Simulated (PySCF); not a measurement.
# H3PO (SMILES O=[PH3]): CCSDTQ/STO-3G

What is the energy change on altering one bond length of H3PO at CCSDTQ/STO-3G? Input form: a Python script.

Program for the calculation: PySCF 2.14.0.

8 further runs of the same task are left out: 8 set aside as unsound or not needed.

### 1 Starting point

The species is H3PO (5 atoms), meant as a singlet with charge 0. SMILES: `O=[PH3]`. Geometry: relaxed at GFN2-xTB.

Bond lengths: O1–P2 1.453 Å, P2–H3 1.388 Å, P2–H4 1.387 Å, P2–H5 1.387 Å. Angles: O1–P2–H3 115.2°, O1–P2–H4 115.3°, O1–P2–H5 115.2°, H3–P2–H4 103.2°, H3–P2–H5 103.0°, H4–P2–H5 103.2°.

### 2 The energy at CCSDTQ/STO-3G

File job.py:

```python
from pyscf import gto, cc

mol = gto.M(
    atom='''
O       -1.381960      -0.328270       0.532950
P       -0.058510      -0.014650       0.022530
H        0.807060       0.564860       0.939400
H        0.663660      -1.098320      -0.454890
H       -0.030250       0.876380      -1.039990
''',
    basis='sto-3g',
    verbose=4,
    charge=0,
    max_memory=1860,
)

hf = mol.RHF()
hf.conv_tol = 1e-10
hf.kernel()
if not hf.converged:
    hf = hf.newton().run(hf.mo_coeff, hf.mo_occ)

mycc = cc.CCSDTQ(hf, frozen=6)
mycc.kernel()
etot = mycc.e_tot
print('E = %.10f Eh' % etot)
```

The run is started by

```sh
$ OMP_NUM_THREADS=1 python job.py
```

Log:

```text
PySCF version 2.14.0

[INPUT] num. atoms = 5
[INPUT] num. electrons = 26
[INPUT] charge = 0
[INPUT] spin (= nelec alpha-beta = 2S) = 0
[INPUT] symmetry False subgroup None
[INPUT] Mole.unit = angstrom
[INPUT] Symbol           X                Y                Z      unit          X                Y                Z       unit  Magmom
[INPUT]  1 O     -1.381960000000  -0.328270000000   0.532950000000 AA   -2.611525915104  -0.620340394911   1.007129538087 Bohr   0.0
[INPUT]  2 P     -0.058510000000  -0.014650000000   0.022530000000 AA   -0.110567875548  -0.027684487725   0.042575529586 Bohr   0.0
[INPUT]  3 H      0.807060000000   0.564860000000   0.939400000000 AA    1.525122366091   1.067430698722   1.775208721416 Bohr   0.0
[INPUT]  4 H      0.663660000000  -1.098320000000  -0.454890000000 AA    1.254135639829  -2.075523997132  -0.859617516803 Bohr   0.0
[INPUT]  5 H     -0.030250000000   0.876380000000  -1.039990000000 AA   -0.057164215268   1.656118181046  -1.965296272286 Bohr   0.0

nuclear repulsion = 66.9030014571881
number of shells = 11
number of NR pGTOs = 51
number of NR cGTOs = 17
basis = sto-3g
ecp = {}

******** <class 'pyscf.scf.hf.RHF'> ********
method = RHF
initial guess = minao
damping factor = 0
level_shift factor = 0
DIIS = <class 'pyscf.scf.diis.CDIIS'>
diis_start_cycle = 1
diis_space = 8
diis_damp = 0
SCF conv_tol = 1e-10
SCF conv_tol_grad = None
SCF max_cycles = 50
direct_scf = True
direct_scf_tol = 1e-13
Set gradient conv threshold to 1e-05
Initial guess from minao.
init E= -412.518084126619
  HOMO = -0.35268705010055  LUMO = 0.345321144915816  gap/eV = 18.99377
cycle= 1 E= -412.17469271069  delta_E= 0.343  |g|= 0.581  |ddm|=  2.6
  HOMO = -0.0495076857192367  LUMO = 0.412522055813678  gap/eV = 12.57247
cycle= 2 E= -412.278900444313  delta_E= -0.104  |g|= 0.386  |ddm|= 1.81
  HOMO = -0.231553807358222  LUMO = 0.474763057281589  gap/eV = 19.21986
cycle= 3 E= -412.329869415654  delta_E= -0.051  |g|= 0.0416  |ddm|= 0.672
  HOMO = -0.250251029796046  LUMO = 0.480771591849799  gap/eV = 19.89214
cycle= 4 E= -412.331346348562  delta_E= -0.00148  |g|= 0.0105  |ddm|= 0.15
  HOMO = -0.246107888474122  LUMO = 0.479937637434583  gap/eV = 19.75671
cycle= 5 E= -412.331459307512  delta_E= -0.000113  |g|= 0.00103  |ddm|= 0.0537
  HOMO = -0.245980260925843  LUMO = 0.480005207404166  gap/eV = 19.75507
cycle= 6 E= -412.331460041525  delta_E= -7.34e-07  |g|= 0.000118  |ddm|= 0.00445
  HOMO = -0.246105971278617  LUMO = 0.479987411352412  gap/eV = 19.75801
cycle= 7 E= -412.331460051507  delta_E= -9.98e-09  |g|= 1.91e-05  |ddm|= 0.00044
  HOMO = -0.246102501492784  LUMO = 0.479986577728125  gap/eV = 19.75789
cycle= 8 E= -412.3314600518  delta_E= -2.93e-10  |g|= 1.4e-06  |ddm|= 8.75e-05
  HOMO = -0.246102261119244  LUMO = 0.479986896049192  gap/eV = 19.75789
cycle= 9 E= -412.3314600518  delta_E=    0  |g|= 1.83e-07  |ddm|= 3.69e-06
  HOMO = -0.246102355048055  LUMO = 0.479986899006474  gap/eV = 19.75789
Extra cycle  E= -412.3314600518  delta_E=    0  |g|= 8.29e-08  |ddm|= 5.07e-07
converged SCF energy = -412.3314600518

******** <class 'pyscf.cc.rccsdtq.RCCSDTQ'> ********
RCCSDTQ nocc = 7, nmo = 11
Allocating only the i<=j<=k<=l part of the T4 amplitude in memory
frozen orbitals 6
max_cycle = 50
conv_tol = 1e-07
conv_tol_normt = 1e-06
diis with the T4 amplitude
diis_space = 6
diis_start_cycle = 0
diis_start_energy_diff = 1e+09
einsum_backend: numpy
_make_eris_incore_RCCSDTQ
blksize  4
Approximate memory usage estimate
    T4 memory                 420 KB
    R4 memory                 420 KB
    Symmetrized T4 memory     336 KB
    ERIs memory               114 KB
    T1-ERIs memory            114 KB
    Intermediates memory      196 KB
Init t2, MP2 energy = -412.418065830334  E_corr(MP2) -0.086605778533
Init E_corr(RCCSDTQ) = -0.0866057785330504
cycle =  1  E_corr(RCCSDTQ) = -0.096451061685  dE = -9.845283152074e-03  norm(d tamps) = 9.23022555e-02
cycle =  2  E_corr(RCCSDTQ) = -0.113248389983  dE = -1.679732829751e-02  norm(d tamps) = 5.53997119e-02
cycle =  3  E_corr(RCCSDTQ) = -0.110954023212  dE =  2.294366771097e-03  norm(d tamps) = 4.73320213e-02
cycle =  4  E_corr(RCCSDTQ) = -0.115655055330  dE = -4.701032118546e-03  norm(d tamps) = 1.21102421e-02
cycle =  5  E_corr(RCCSDTQ) = -0.115996555974  dE = -3.415006441998e-04  norm(d tamps) = 5.69513673e-03
cycle =  6  E_corr(RCCSDTQ) = -0.115935849869  dE =  6.070610539344e-05  norm(d tamps) = 1.69771233e-03
cycle =  7  E_corr(RCCSDTQ) = -0.115930286338  dE =  5.563530620006e-06  norm(d tamps) = 9.27108883e-04
cycle =  8  E_corr(RCCSDTQ) = -0.115928851742  dE =  1.434596201486e-06  norm(d tamps) = 1.84281725e-04
cycle =  9  E_corr(RCCSDTQ) = -0.115918854341  dE =  9.997401283657e-06  norm(d tamps) = 8.57324153e-05
cycle = 10  E_corr(RCCSDTQ) = -0.115922221735  dE = -3.367393779125e-06  norm(d tamps) = 5.05853927e-05
cycle = 11  E_corr(RCCSDTQ) = -0.115922066593  dE =  1.551414971074e-07  norm(d tamps) = 1.45365618e-05
cycle = 12  E_corr(RCCSDTQ) = -0.115921657499  dE =  4.090945223550e-07  norm(d tamps) = 9.67713817e-06
cycle = 13  E_corr(RCCSDTQ) = -0.115921914038  dE = -2.565393850407e-07  norm(d tamps) = 3.50270405e-06
cycle = 14  E_corr(RCCSDTQ) = -0.115922075152  dE = -1.611143624347e-07  norm(d tamps) = 2.08839963e-06
cycle = 15  E_corr(RCCSDTQ) = -0.115922054814  dE =  2.033874269003e-08  norm(d tamps) = 9.11061005e-07
RCCSDTQ converged
E(RCCSDTQ) = -412.447382106614   E_corr = -0.1159220548135455
E_corr(same-spin) = -0.0168075642797539
E_corr(oppo-spin) = -0.0991144905337916
E = -412.4473821066 Eh
```

It took 6 s on 1 thread of Arm Neoverse V2, shared host; peak memory 0.12 GiB.

### 3 The distorted shape

File mol.xyz:

```xyz
5
H3OP
O     -2.043698    -0.485083     0.788165
P     -0.058510    -0.014650     0.022530
H      0.807060     0.564860     0.939400
H      0.663660    -1.098320    -0.454890
H     -0.030250     0.876380    -1.039990
```

File run.py:

```python
from pyscf import gto, cc

mol = gto.M(
    atom='mol.xyz',
    max_memory=1860,
    spin=0,
    verbose=4,
    basis='sto-3g',
    charge=0,
)

mf = mol.RHF()
mf.conv_tol = 1e-10
mf.kernel()
if not mf.converged:
    mf = mf.newton().run(mf.mo_coeff, mf.mo_occ)

mycc = cc.CCSDTQ(mf, frozen=6)
mycc.kernel()
energy = mycc.e_tot
print('E(%s) = %.9f' % ('CCSDTQ', energy))
```

The run is started by

```sh
$ OMP_NUM_THREADS=1 python run.py
```

Log:

```text
PySCF version 2.14.0

[INPUT] num. atoms = 5
[INPUT] num. electrons = 26
[INPUT] charge = 0
[INPUT] spin (= nelec alpha-beta = 2S) = 0
[INPUT] symmetry False subgroup None
[INPUT] Mole.unit = angstrom
[INPUT] Symbol           X                Y                Z      unit          X                Y                Z       unit  Magmom
[INPUT]  1 O     -2.043698000000  -0.485083000000   0.788165000000 AA   -3.862029501321  -0.916674017682   1.489415990968 Bohr   0.0
[INPUT]  2 P     -0.058510000000  -0.014650000000   0.022530000000 AA   -0.110567875548  -0.027684487725   0.042575529586 Bohr   0.0
[INPUT]  3 H      0.807060000000   0.564860000000   0.939400000000 AA    1.525122366091   1.067430698722   1.775208721416 Bohr   0.0
[INPUT]  4 H      0.663660000000  -1.098320000000  -0.454890000000 AA    1.254135639829  -2.075523997132  -0.859617516803 Bohr   0.0
[INPUT]  5 H     -0.030250000000   0.876380000000  -1.039990000000 AA   -0.057164215268   1.656118181046  -1.965296272286 Bohr   0.0

nuclear repulsion = 51.2130333634365
number of shells = 11
number of NR pGTOs = 51
number of NR cGTOs = 17
basis = sto-3g
ecp = {}

******** <class 'pyscf.scf.hf.RHF'> ********
method = RHF
initial guess = minao
damping factor = 0
level_shift factor = 0
DIIS = <class 'pyscf.scf.diis.CDIIS'>
diis_start_cycle = 1
diis_space = 8
diis_damp = 0
SCF conv_tol = 1e-10
SCF conv_tol_grad = None
SCF max_cycles = 50
direct_scf = True
direct_scf_tol = 1e-13
Set gradient conv threshold to 1e-05
[... 1 set-up line as earlier in the session ...]
init E= -411.573532783734
  HOMO = -0.336970920089987  LUMO = -0.0585748393960618  gap/eV = 7.57554
cycle= 1 E= -411.808262522417  delta_E= -0.235  |g|= 0.815  |ddm|= 2.39
  HOMO = 0.234005933199229  LUMO = 0.330292993067323  gap/eV = 2.62010
cycle= 2 E= -411.275445906903  delta_E= 0.533  |g|= 1.75  |ddm|= 3.91
  HOMO = -0.0119810670048267  LUMO = 0.369084955359208  gap/eV = 10.36933
cycle= 3 E= -412.288474118978  delta_E= -1.01  |g|= 0.194  |ddm|=  2.8
  HOMO = -0.263444196306514  LUMO = 0.422226695834686  gap/eV = 18.65806
cycle= 4 E= -412.324242473341  delta_E= -0.0358  |g|= 0.0424  |ddm|= 0.633
  HOMO = -0.281420593443395  LUMO = 0.393687981568315  gap/eV = 18.37064
cycle= 5 E= -412.325887521168  delta_E= -0.00165  |g|= 0.00982  |ddm|= 0.141
  HOMO = -0.279742871992583  LUMO = 0.385346324908352  gap/eV = 18.09800
cycle= 6 E= -412.325962850281  delta_E= -7.53e-05  |g|= 0.0015  |ddm|= 0.0347
  HOMO = -0.280673105647236  LUMO = 0.385567096715772  gap/eV = 18.12932
cycle= 7 E= -412.325964421779  delta_E= -1.57e-06  |g|= 0.00031  |ddm|= 0.00321
  HOMO = -0.280814314223916  LUMO = 0.385546166299676  gap/eV = 18.13259
cycle= 8 E= -412.325964494238  delta_E= -7.25e-08  |g|= 3.35e-05  |ddm|= 0.000818
  HOMO = -0.280816040946854  LUMO = 0.38553156645768  gap/eV = 18.13224
cycle= 9 E= -412.325964495166  delta_E= -9.28e-10  |g|= 7.72e-06  |ddm|= 0.00013
  HOMO = -0.280815660465925  LUMO = 0.385533458758333  gap/eV = 18.13228
cycle= 10 E= -412.325964495269  delta_E= -1.03e-10  |g|= 5.61e-06  |ddm|= 2.83e-05
  HOMO = -0.280816094702378  LUMO = 0.385535155357162  gap/eV = 18.13234
cycle= 11 E= -412.325964495463  delta_E= -1.94e-10  |g|= 2.79e-06  |ddm|= 7.87e-05
  HOMO = -0.280815939042403  LUMO = 0.385533655999205  gap/eV = 18.13230
cycle= 12 E= -412.325964495504  delta_E= -4.13e-11  |g|= 2.14e-07  |ddm|= 5.16e-05
  HOMO = -0.280815801431679  LUMO = 0.385533841932497  gap/eV = 18.13230
Extra cycle  E= -412.325964495505  delta_E= -2.27e-13  |g|= 9.2e-08  |ddm|= 4.98e-07
converged SCF energy = -412.325964495505

******** <class 'pyscf.cc.rccsdtq.RCCSDTQ'> ********
RCCSDTQ nocc = 7, nmo = 11
Allocating only the i<=j<=k<=l part of the T4 amplitude in memory
frozen orbitals 6
max_cycle = 50
conv_tol = 1e-07
conv_tol_normt = 1e-06
diis with the T4 amplitude
diis_space = 6
diis_start_cycle = 0
diis_start_energy_diff = 1e+09
einsum_backend: numpy
_make_eris_incore_RCCSDTQ
blksize  4
Approximate memory usage estimate
    T4 memory                 420 KB
    R4 memory                 420 KB
    Symmetrized T4 memory     336 KB
    ERIs memory               114 KB
    T1-ERIs memory            114 KB
    Intermediates memory      196 KB
Init t2, MP2 energy = -412.382688905070  E_corr(MP2) -0.056724409565
Init E_corr(RCCSDTQ) = -0.0567244095649184
cycle =  1  E_corr(RCCSDTQ) = -0.074061373287  dE = -1.733696372234e-02  norm(d tamps) = 6.01752023e-02
cycle =  2  E_corr(RCCSDTQ) = -0.081023729510  dE = -6.962356222438e-03  norm(d tamps) = 2.92327340e-02
cycle =  3  E_corr(RCCSDTQ) = -0.086618731763  dE = -5.595002253120e-03  norm(d tamps) = 1.90910375e-02
cycle =  4  E_corr(RCCSDTQ) = -0.088093796451  dE = -1.475064687774e-03  norm(d tamps) = 1.21400446e-02
cycle =  5  E_corr(RCCSDTQ) = -0.089222743490  dE = -1.128947039543e-03  norm(d tamps) = 9.14869973e-03
cycle =  6  E_corr(RCCSDTQ) = -0.089303876444  dE = -8.113295345308e-05  norm(d tamps) = 4.56435779e-03
cycle =  7  E_corr(RCCSDTQ) = -0.089275795931  dE =  2.808051299504e-05  norm(d tamps) = 2.64109518e-03
cycle =  8  E_corr(RCCSDTQ) = -0.089275901642  dE = -1.057115031761e-07  norm(d tamps) = 1.80964496e-03
cycle =  9  E_corr(RCCSDTQ) = -0.089216482254  dE =  5.941938845162e-05  norm(d tamps) = 1.34871542e-03
cycle = 10  E_corr(RCCSDTQ) = -0.089205949107  dE =  1.053314638927e-05  norm(d tamps) = 8.34993749e-04
cycle = 11  E_corr(RCCSDTQ) = -0.089193582773  dE =  1.236633407119e-05  norm(d tamps) = 5.02014552e-04
cycle = 12  E_corr(RCCSDTQ) = -0.089201515071  dE = -7.932297730009e-06  norm(d tamps) = 3.06411191e-04
cycle = 13  E_corr(RCCSDTQ) = -0.089207859471  dE = -6.344399688218e-06  norm(d tamps) = 1.84260361e-04
cycle = 14  E_corr(RCCSDTQ) = -0.089218984269  dE = -1.112479827954e-05  norm(d tamps) = 1.41432031e-04
cycle = 15  E_corr(RCCSDTQ) = -0.089230024246  dE = -1.103997731816e-05  norm(d tamps) = 1.13988990e-04
cycle = 16  E_corr(RCCSDTQ) = -0.089235537230  dE = -5.512983366526e-06  norm(d tamps) = 6.84945563e-05
cycle = 17  E_corr(RCCSDTQ) = -0.089239082601  dE = -3.545371643626e-06  norm(d tamps) = 4.88229165e-05
cycle = 18  E_corr(RCCSDTQ) = -0.089241476756  dE = -2.394154366564e-06  norm(d tamps) = 3.74432065e-05
cycle = 19  E_corr(RCCSDTQ) = -0.089241774513  dE = -2.977572717278e-07  norm(d tamps) = 2.71391611e-05
cycle = 20  E_corr(RCCSDTQ) = -0.089241365503  dE =  4.090099967463e-07  norm(d tamps) = 1.97767685e-05
cycle = 21  E_corr(RCCSDTQ) = -0.089241058263  dE =  3.072395461240e-07  norm(d tamps) = 1.57541093e-05
cycle = 22  E_corr(RCCSDTQ) = -0.089240923159  dE =  1.351047352466e-07  norm(d tamps) = 1.14176701e-05
cycle = 23  E_corr(RCCSDTQ) = -0.089240905698  dE =  1.746037879558e-08  norm(d tamps) = 7.64511182e-06
cycle = 24  E_corr(RCCSDTQ) = -0.089241004352  dE = -9.865376780771e-08  norm(d tamps) = 4.71919603e-06
cycle = 25  E_corr(RCCSDTQ) = -0.089241101812  dE = -9.746031374991e-08  norm(d tamps) = 3.16724339e-06
cycle = 26  E_corr(RCCSDTQ) = -0.089241240777  dE = -1.389643896899e-07  norm(d tamps) = 2.39156296e-06
cycle = 27  E_corr(RCCSDTQ) = -0.089241425198  dE = -1.844212571545e-07  norm(d tamps) = 1.89407686e-06
cycle = 28  E_corr(RCCSDTQ) = -0.089241532335  dE = -1.071372747741e-07  norm(d tamps) = 1.51307162e-06
cycle = 29  E_corr(RCCSDTQ) = -0.089241589132  dE = -5.679692273441e-08  norm(d tamps) = 1.07365113e-06
cycle = 30  E_corr(RCCSDTQ) = -0.089241633047  dE = -4.391473874821e-08  norm(d tamps) = 8.02906471e-07
RCCSDTQ converged
E(RCCSDTQ) = -412.4152061285515   E_corr = -0.08924163304685204
E_corr(same-spin) = -0.00224961583772915
E_corr(oppo-spin) = -0.0869920172091229
E(CCSDTQ) = -412.415206129
```

It took 11 s on 1 thread of Arm Neoverse V2, shared host; peak memory 0.13 GiB.

### 4 What came out

Level: CCSDTQ/STO-3G, 6 core orbitals frozen.

| quantity | value |
| --- | --- |
| first shape: total energy | -412.44738 Eh |
| first shape: dipole moment (Hartree–Fock density) | 3.60 D |
| first shape: HOMO energy (Hartree–Fock orbitals) | -6.70 eV |
| first shape: LUMO energy (Hartree–Fock orbitals) | 13.06 eV |
| first shape: HOMO–LUMO gap (Hartree–Fock orbitals) | 19.76 eV |
| first shape: correlation energy (6 core orbitals frozen) | -115.9 mEh |
| first shape: T1 diagnostic | 0.020 |
| distorted shape: total energy | -412.41521 Eh |
| distorted shape: dipole moment (Hartree–Fock density) | 3.17 D |
| distorted shape: HOMO energy (Hartree–Fock orbitals) | -7.64 eV |
| distorted shape: LUMO energy (Hartree–Fock orbitals) | 10.49 eV |
| distorted shape: HOMO–LUMO gap (Hartree–Fock orbitals) | 18.13 eV |
| distorted shape: correlation energy (6 core orbitals frozen) | -89.2 mEh |
| distorted shape: T1 diagnostic | 0.010 |
| energy change with the O1–P2 bond stretched from 1.453 to 2.179 Å | 0.876 eV |

In words: With the O1–P2 bond stretched from 1.453 to 2.179 Å the energy rises by 0.88 eV (84.5 kJ/mol). The first shape isn't relaxed at this level, so the change isn't measured from a minimum. The minimal basis adds a large error of its own. Mulliken charges (first shape) of the mean-field density run from -0.61 on O1 to +0.93 on P2; they depend strongly on the basis. Mulliken charges (distorted shape) of the mean-field density run from -0.21 on O1 to +0.43 on P2; they depend strongly on the basis.
